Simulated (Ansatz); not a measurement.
C3H8O2 can be A, `CC(O)CO`, or B, `CCC(O)O`.

Isolated molecules relaxed with PBE0-D4/def2-TZVP in Ansatz; ΔE leaves out vibrations. CBS: MP2 limit from def2 TZ/QZ plus the TZ coupled-cluster correction, frozen cores. Functionals use def2-TZVPP. B3LYP here is the variant with VWN-RPA as its local correlation; programs differ in this. One conformer a species, not always the lowest.

A:

Z-matrix (Å, degrees):
```
C
C 1 1.509
H 1 1.092 2 111.0
H 1 1.091 2 110.0 3 -120.0
H 1 1.093 2 110.4 3 120.8
O 2 1.411 1 108.2 3 177.9
C 2 1.513 1 112.0 3 -60.8
H 2 1.102 1 109.5 3 58.4
H 6 0.964 2 106.2 1 169.1
O 7 1.417 2 107.0 1 -177.8
H 7 1.098 2 110.0 1 61.3
H 7 1.098 2 108.9 1 -57.8
H 10 0.959 7 109.2 2 165.4
```

B:

Z-matrix (Å, degrees):
```
C
C 1 1.517
H 1 1.093 2 111.2
H 1 1.092 2 111.0 3 119.8
H 1 1.092 2 111.2 3 -119.8
C 2 1.513 1 112.9 3 61.5
H 2 1.093 1 110.8 3 -59.7
H 2 1.097 1 110.9 3 -177.6
O 6 1.402 2 113.1 1 60.4
O 6 1.402 2 107.2 1 -176.7
H 6 1.098 2 110.4 1 -55.8
H 9 0.964 6 107.4 2 57.3
H 10 0.962 6 107.5 2 179.6
```

Which is lower in electronic energy at CCSD(T)/CBS, and by how much? (Estimate.)

The calculation gave: B, by 6.8 kcal/mol.

Give E(B) − E(A) in kcal/mol with CCSD(T)/def2-TZVPP, CCSD/def2-TZVPP, B2PLYP, HF/def2-TZVPP, PBE0-D4, B3LYP, MP2/def2-TZVPP. (Best estimate.)

Computed: CCSD(T)/def2-TZVPP -7.2, CCSD/def2-TZVPP -7.1, B2PLYP -7.1, HF/def2-TZVPP -7.2, PBE0-D4 -7.3, B3LYP -7.1, MP2/def2-TZVPP -7.3. None reverses the order clearly.

Largest T1 diagnostic: 0.010.
